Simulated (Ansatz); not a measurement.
## hcp Zn

Method: PBE0 in Ansatz (PAW).

Run with plane-wave cutoff 460 eV, 12×12×6 k mesh (along the axes of the cell as run), Fermi–Dirac smearing 0.05 eV, scalar-relativistic PAW data made under PBE.

Cell: relaxed at this level.

lattice parameter a: 2.623 Å
lattice parameter c: 5.166 Å

Measured, for comparison: lattice constant a 2.665 Å (293 K, not corrected to a static lattice, our sources range from 2.660 to 2.665; as tabulated in Wikipedia's data pages); lattice parameter c 4.946 Å (293 K, not corrected to a static lattice; as tabulated in Wikipedia's data pages). Computed (rounded) less measured: lattice constant a -1.6 % (-1.4 % to -1.6 % over the range), lattice parameter c +4.4 %. A static lattice is as a rule a little smaller and stiffer than an uncorrected measurement, which narrows the difference in the lattice constant a and would widen misses of the other sign.

Static lattice: no zero-point or thermal effects.

It cost very roughly 40 core-minutes of CPU time.

Ansatz is an electronic-structure program.
